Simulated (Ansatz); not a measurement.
# MgP+ (triplet): the correlation ladder, def2-QZVPP

The task here is to estimate one member of a computed series from the others.

Computed with Ansatz 0.2.0, Gaussian basis. Level: def2-QZVPP, core rule «outside noble gas», up to 10 orbitals frozen.

To be run: UHF; ROHF; CCSD(T) on UHF.

### The geometry

The geometry is a PBE0/def2-TZVP stationary point (not a proven minimum) of the parent state, kept for this charge and spin.

2 atoms, charge 1, spin multiplicity 3.

Atoms are counted from 1 here; the program's logs count them from 0.

Bond lengths: P1–Mg2 2.535 Å.

The first run:

in.yaml reads:

```yaml
crystal:
  periodic: [false, false, false]
  atoms:
    - {symbol: P, position_ang: [0.000000, 0.000000, 0.000000]}
    - {symbol: Mg, position_ang: [0.000000, 0.000000, 2.535200]}
basis:
  gaussian: {orbitals: "def2-QZVPP.json"}
total_charge: 1
magnetization: {spin_polarized: true, initial_magnetization: 2}
hamiltonian: {xc: hf}
output: {orbitals: {seedname: orbitals}}
```

Command:

```
$ ansatz run in.yaml --threads 1 --pin off --events-out ev --progress --plain --max-ram 2393MiB
```

Among the steps run: UHF; ROHF; CCSD(T) on UHF.

One table of the session follows, with a row left open; its other results are not shown here.

| method | from UCCSD(T) (kcal/mol) |
| --- | --- |
| ROHF | +98.26 |
| UHF | +87.80 |
| UMP2 | ? |
| UCCSD | +4.75 |
| UCCSD(T) | 0 |

Q: Estimate the row for UMP2 from the others.

As computed: from UCCSD(T) (kcal/mol): +21.68. In the column «from UCCSD(T) (kcal/mol)» it lies between UCCSD (+4.75) and UHF (+87.80).

Limits of these values: The determinant is far from a pure spin state, so its energy mixes those of several spin states (harmless only where they are near-degenerate, as at dissociation).
